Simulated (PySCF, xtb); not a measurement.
phosphine (H3P), SMILES P.

GFN2-xTB in xtb at its own geometry gives an orbital gap of 5.96 eV and a dipole moment of 1.26 D.

Geometry optimised at PBE0-D3(BJ)/def2-TZVPD.

**Question.** What does r2SCAN/def2-TZVPD (PySCF) give? (An estimate is asked for; the answer gives what the named calculation found.)

**Answer.** gap 7.06 eV (levels -6.94 and 0.12 eV), dipole 0.67 D.
